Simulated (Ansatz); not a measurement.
hcp Lu, treated with PBEsol in Ansatz (plane waves, PAW).

Numerical settings: plane-wave cutoff 520 eV, 18×18×10 k mesh (along the axes of the cell as run), Fermi–Dirac smearing 0.05 eV, scalar-relativistic PAW data made under PBE.

Computed at the level's own relaxed cell.

Predict the c axis length, lattice constant a, volume per atom and pressure derivative B′ of the bulk modulus.


* **c axis length**: 5.351 Å
* **lattice constant a**: 3.444 Å
* **volume per atom**: 27.48 Å³/atom
* **pressure derivative B′ of the bulk modulus**: 3.4

The run finds no gap.

Measured, for comparison: lattice parameter c 5.549 Å (293 K, not corrected to a static lattice, our sources range from 5.549 to 5.563; as tabulated in Wikipedia's data pages); lattice constant a 3.505 Å (293 K, not corrected to a static lattice; as tabulated in Wikipedia's data pages); equilibrium volume per atom 29.52 Å³/atom (room temperature, not corrected to a static lattice; as tabulated in Söderlind et al. (2014), doi:10.1088/0953-8984/26/41/416001). Computed (rounded) less measured: lattice parameter c -3.6 % (-3.6 % to -3.8 % over the range), lattice constant a -1.7 %, equilibrium volume per atom -6.9 %. A static lattice is as a rule a little smaller and stiffer than an uncorrected measurement, which narrows the difference in the lattice constant a and would widen misses of the other sign.

Note: the bulk modulus comes from volumes at which shape and atoms were relaxed.

Spin–orbit coupling is not included.

Computed values are for the static lattice.

The result took roughly 5 core-minutes.

Ansatz is a quantum-chemistry and plane-wave program.
